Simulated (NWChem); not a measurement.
System: C2H3F; SMILES C=CF

```xyz
6

C     -0.2356     1.1707     0.0000
C      0.4305     0.0250     0.0000
F     -0.1866    -1.1720     0.0000
H     -1.3200     1.1956     0.0000
H      0.3073     2.1087     0.0000
H      1.5123    -0.0766     0.0000
```
Atoms are numbered in this order, from 1.

Results from NWChem. All runs use the structure optimised with B3LYP/6-31G* (spherical d). Isolated, static molecule.

GIAO at KT2/pcSseg-1: principal shieldings of C2 are -64.9, 68.4, 76.7 ppm; an isolated tetramethylsilane molecule has σ = 183.9 ppm at the same levels.

Question: Find the isotropic 13C shift, its principal values, the span and the skew.

Answer: 
1. σ(iso) = one third of the sum = 26.7 ppm.
2. δ = σ(reference) − σ = 157.2 ppm against tetramethylsilane.
3. δ11, δ22, δ33 = 248.8, 115.5, 107.2 ppm.
4. Span Ω = δ11 − δ33 = 141.6 ppm; skew κ = 3(δ22 − δ(iso))/Ω = -0.88.
